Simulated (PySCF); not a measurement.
How the method changes the constants of MgH

State: ²Σ⁺ (doublet), unpaired electrons σ ↑. Set-up: PySCF, no relativity, basis sets Mg pcseg-2, H pcseg-2. De refers to Mg + H in their ground configurations, without counterpoise correction. The functionals are run spin-unrestricted. A positive dipole means Mg(−)H(+).

| Level | Re (Å) | ωe (cm⁻¹) | De (eV) | μ (D) | CPU s a point (SCF and correlation, without the integrals) |
| --- | --- | --- | --- | --- | --- |
| UHF | 1.735 | 1546 | 1.16 | -1.47 | 0.033 |
| UHF-MP2 | 1.728 | 1562 | 1.36 | n/a | 0.048 |
| UHF-SCS-MP2 | 1.727 | 1563 | 1.39 | n/a | n/a |
| UHF-CCSD | 1.739 | 1505 | 1.31 | n/a | n/a |
| UHF-CCSD(T) | 1.740 | 1501 | 1.32 | n/a | 0.64 |
| LDA | 1.757 | 1404 | 1.57 | -1.24 | 0.11 |
| PBE | 1.760 | 1407 | 1.38 | -1.24 | 0.22 |
| BLYP | 1.761 | 1388 | 1.38 | -1.35 | 0.16 |
| r²SCAN | 1.747 | 1462 | 1.62 | -1.35 | 0.3 |
| PBE0 | 1.745 | 1466 | 1.41 | -1.30 | 0.36 |
| B97-3 | 1.748 | 1454 | 1.35 | -1.24 | 0.18 |
| LC-ωPBE | 1.727 | 1540 | 1.56 | -1.32 | 0.31 |

Measured (Huber and Herzberg, Constants of Diatomic Molecules (1979)): Re = 1.7297 Å, ωe = 1495.2 cm⁻¹.

The bond length runs from 1.727 Å (UHF-SCS-MP2) to 1.761 Å (BLYP). De spans 1.16 eV (UHF, mean field) to 1.62 eV (r²SCAN, meta-GGA). Correlation at CCSD(T) changes the Hartree–Fock bond energy by +0.16 eV; the triples alone change it by +0.01 eV.

Correlated steps freeze 1 core orbital. The state was picked by a PBE0 search and need not be the measured ground state.

The whole job (state search and all levels along the bond) took about 0.51 min on 1 thread of Intel Xeon 6975P-C (shared host), peak memory 0.38 GiB.
